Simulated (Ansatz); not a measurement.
Results of r²SCANh in Ansatz (plane waves, PAW) for rock-salt ZrC.

Run with plane-wave cutoff 520 eV, 10×10×10 k mesh, Fermi–Dirac smearing 0.05 eV, scalar-relativistic PAW data made under PBE.

Energies at three volumes about the minimum:

| V (Å³/atom) | E − E_lowest (meV/atom) |
|---|---|
| 12.785 | 3.42 |
| 13.026 | 0.00 |
| 13.351 | 5.65 |

### Question
Fit a parabola by hand: where is the minimum, what lattice constant follows, and what is the bulk modulus?

### Answer
Slopes: (0.00 − 3.42)/(13.026 − 12.785) = -14.191 and (5.65 − 0.00)/(13.351 − 13.026) = 17.385 meV/Å³. Curvature E″ = 2 × (17.385 − (-14.191))/(13.351 − 12.785) = 111.576 meV/Å⁶. From the middle of the first interval, the slope vanishes at V0 = 12.9055 − (-14.191)/111.576 = 13.033 Å³/atom. B = V0 E″ = 13.033 × 111.576 meV/Å³ × 0.1602 GPa per meV/Å³ = 233 GPa. With 8 atoms in the cube, a = (8 × 13.033)^(1/3) = 4.707 Å. The full Birch–Murnaghan fit to all volumes gives V0 = 13.028 Å³/atom and B0 = 235 GPa.

Measured, for comparison: bulk modulus 223 GPa (temperature not stated, not corrected to a static lattice, from single-crystal elastic constants, our sources range from 208 to 223; as tabulated in arXiv:1102.4063); lattice constant a 4.696 Å (temperature not stated, not corrected to a static lattice; as tabulated in Zhang et al. (2018), doi:10.1088/1367-2630/aac7f0). Computed (rounded) less measured: bulk modulus +5 % (+5 % to +13 % over the range). A static lattice is as a rule a little smaller and stiffer than an uncorrected measurement, which narrows the difference in the bulk modulus and would widen misses of the other sign.

Ansatz is a program for electronic structure.
